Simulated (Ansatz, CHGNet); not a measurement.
Ladder of methods for the TA phonon frequency at L of diamond

Reference value: 550 cm⁻¹ (measured, temperature not stated, not corrected to a static lattice, sources range from 547 to 564; as tabulated in arXiv:cond-mat/0412643).

| level (code) | value (cm⁻¹) | cell (Å³/atom) |
|---|---|---|
| CHGNet-r²SCAN (CHGNet) | 378 | 5.64 |
| LDA (Ansatz) | 551 | 5.51 |
| PBE (Ansatz) | [?] | 5.70 |
| r²SCAN (Ansatz) | 561 | 5.64 |

Problem. Some entries are withheld; supply them.

Solution. 
- PBE (Ansatz, a first-principles code), value (cm⁻¹): 546

Differences against the reference: CHGNet-r²SCAN -31 %, LDA +0.2 %, PBE -0.7 %, r²SCAN +2.0 %.

Nearest, and too close to rank with a margin of 3.0 % (twice that across the reference) picked here for doubts on the reference and the settings, and for temperature and zero-point motion: LDA (+0.2 %), PBE (-0.7 %), r²SCAN (+2.0 %). CHGNet-r²SCAN (-31 %) lies farthest from it. Within 5 %: LDA, PBE, r²SCAN.

The reference has no zero-point or thermal correction, while the calculations are for a static lattice, so the differences are not the levels' errors alone.  Each level is taken at its own relaxed cell. Cutoffs and k meshes differ between the levels. Ansatz's density-functional and Hartree–Fock values are scalar-relativistic unless marked +SOC, with PAW data made under PBE.

Machine-learned potentials (CHGNet-r²SCAN) are trained on DFT data, which may include these solids.

Differences are worked out from the printed values.
